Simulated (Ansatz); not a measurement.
A made-up structure of CH4AlSi, doublet:

```tsv
atom	x (Å)	y (Å)	z (Å)
C1	-0.8521	-0.3870	-0.4147
Al2	0.8458	-0.3132	-1.1671
Si3	-0.0506	0.3208	1.0247
H4	-1.8306	-0.1142	-0.8029
H5	1.8238	-0.4777	-2.3944
H6	-1.4519	-0.9434	0.2593
H7	0.5898	-0.5769	2.0278
```

It is relaxed with PBE-D4/def2-SVP and then PBE0-D4/def2-TZVP (Ansatz 0.2.0). Atoms count as bonded within 1.22 times the sum of their covalent radii (H–H: 0.88 Å). The end point is not checked to be a true minimum.

Task: Does its bonding change? (A judgement: the text doesn't fix the answer.)

Result: Computed: No: no bond forms or breaks.

Where it ends: The first stage lowers the energy by 1.88 eV in 10 steps. It ends as CH₄AlSi ([CH2]1[AlH][SiH]1):
```xyz
7
angstrom
C -0.9423 -0.4725 -0.2281
Al 0.8533 -0.2358 -1.0574
Si 0.0917 0.5282 1.0149
H -1.6011 0.1472 -0.8505
H 1.6012 -0.5582 -2.4121
H -1.4255 -1.4205 0.0045
H 0.4969 -0.4799 2.0614
```

Labels in which every atom is bracketed show which atoms are joined, not bond orders.

For scale, one of the runs: PBE0-D4/def2-TZVP relaxation, 129 basis functions, launched by `ansatz run in.yaml --threads 2 --pin off --events-out ev --progress --plain --max-ram 4352MiB`. The run took about 28 s on 2 CPU threads of an Arm Neoverse V2 (shared host).
